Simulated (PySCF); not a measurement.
## Two structures, one formula

The two ends of one reaction step of Si2NH7, singlet (PBE0-D4/def2-TZVP).

A:

Si1  (-0.874, 0.165, -0.134)
Si2  (0.853, -1.138, 0.790)
H3  (-1.690, -0.705, -1.025)
N4  (-0.365, 1.532, -1.058)
H5  (-1.727, 0.667, 0.977)
H6  (0.317, -2.289, 1.571)
H7  (1.735, -1.677, -0.285)
H8  (1.699, -0.314, 1.699)
H9  (0.044, 2.320, -0.580)
H10  (0.094, 1.383, -1.943)
(Å)

B:

```
10
angstrom
Si -1.0899 -0.9840 -0.0027
Si 1.1135 -0.7130 0.8510
H -1.7755 1.0619 -1.3787
N -0.8616 0.6993 -1.1270
H -1.6280 -0.1019 1.1212
H 1.2528 -1.2488 2.2366
H 2.1830 -1.3663 0.0347
H 1.5162 0.7392 0.9055
H -0.3464 1.4267 -0.6382
H -0.3686 0.4844 -1.9877
```

Program: PySCF 2.14 with density fitting (its default auxiliary sets; JK sets also for MP2 and CCSD(T)). Basis: def2-TZVPP. Cores are frozen in the correlated methods. B3LYP uses VWN-RPA correlation.

Which structure is lower at CCSD(T), and by how much? (An estimate is asked for; the value comes from the calculation.)

Computed: A, by 31.61 kcal/mol (electronic energy, against the other). By their contacts, A is Si₂NH₇ ([NH2][SiH2][SiH3]) and B is Si₂NH₇ ([NH3][SiH][SiH3]).

All methods give the same order:

```csv
method,E(B) − E(A) (kcal/mol)
SPW92,27.52
PBE-D4,28.11
r2SCAN-D4,32.89
PBE0-D4,30.42
B3LYP-D4,31.82
BHLYP-D4,34.55
wB97M-V,30.51
HF,38.60
MP2,33.84
CCSD,32.58
CCSD(T),31.61
```

No T1 diagnostic of these runs exceeds 0.013.

Labels in which every atom is bracketed show which atoms are joined, not bond orders.

For scale, one of the runs: CCSD(T)/def2-TZVPP, 213 basis functions, launched by `OMP_NUM_THREADS=4 python run.py`. The run took 7.3 min on 4 CPU threads of an Arm Neoverse V1 (shared host), with 2.5 GiB of host memory at its peak.
